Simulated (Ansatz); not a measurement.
Cost against result

Saddle point of CH$_{6}$SSi, closed shell (CH₆SSi ([CH3][SiH2][SH]) → CH₄SSi ([CH3][SiH][S]) + H₂; bonds formed: H2–H4; bonds broken: Si1–H2, S3–H4), PBE0-D4/def2-TZVP structure:

```xyz
9
angstrom
Si -0.5852 -0.3361 -0.1851
H -0.0645 -1.3090 1.1191
S -0.3527 -1.8005 -1.5569
H -0.0484 -1.8327 0.2984
H -1.9166 -0.0232 0.3969
C 0.5713 1.0997 -0.0239
H 0.3279 1.8130 -0.8190
H 0.4634 1.6066 0.9373
H 1.6050 0.7822 -0.1667
```

Barriers are electronic and count from the start structure reached by relaxing down the imaginary mode.

Computed with Ansatz 0.2.0 (basis: as named in each row); correlated methods freeze the cores. B3LYP uses VWN-RPA correlation. Extrapolation: Hartree–Fock as exp(−7.88 √X), correlation as X^−2.97.

Times are rough, for one single point on 2 threads of a shared host (Arm Neoverse V2).

The estimate by CCSD(T) at an estimated basis limit (MP2 extrapolated from triple and quadruple zeta, plus CCSD(T) − MP2 in triple zeta) is 2.217 eV.

```
      method       basis  time (s)  barrier (eV)  method less estimate
          HF      STO-3G   under 1         6.342                 4.124
      PBE-D4      STO-3G   under 1         4.880                 2.663
       SPW92    def2-SVP   under 1         1.854                -0.363
    B3LYP-D4       6-31G   under 1         2.799                 0.581
      PBE-D4    def2-SVP   under 1         1.985                -0.232
     PBE0-D4    def2-SVP         1         2.168                -0.050
       SPW92  def2-TZVPP         1         1.778                -0.439
     CCSD(T)    def2-SVP         2         2.492                 0.275
     BLYP-D4  def2-TZVPP         2         2.048                -0.169
      PBE-D4  def2-TZVPP         2         1.908                -0.309
    BHLYP-D4  def2-TZVPP         2         2.388                 0.171
    B3LYP-D4  def2-TZVPP         3         2.178                -0.039
CAM-B3LYP-D4  def2-TZVPP         3         2.291                 0.073
     PBE0-D4  def2-TZVPP         3         2.083                -0.135
   r2SCAN-D4  def2-TZVPP         4         2.006                -0.211
  RPA on PBE  def2-TZVPP         4         2.308                 0.090
     wB97M-V    def2-SVP         6         2.318                 0.100
  r2SCAN0-D4  def2-TZVPP         6         2.134                -0.084
      B2PLYP  def2-TZVPP         6         2.216                -0.001
    PBE-QIDH  def2-TZVPP         6         2.209                -0.009
     wB97X-V  def2-TZVPP         8         2.310                 0.093
     wB97M-V  def2-TZVPP         9         2.240                 0.023
      B97M-V  def2-TZVPP        10         2.020                -0.198
         MP2  def2-QZVPP        18         2.158                -0.059
     CCSD(T)  def2-TZVPP        47         2.290                 0.073
```

All methods are single points on the PBE0-D4 structures.

The T1 diagnostic stays at or below 0.017.

Labels in which every atom is bracketed show which atoms are joined, not bond orders.
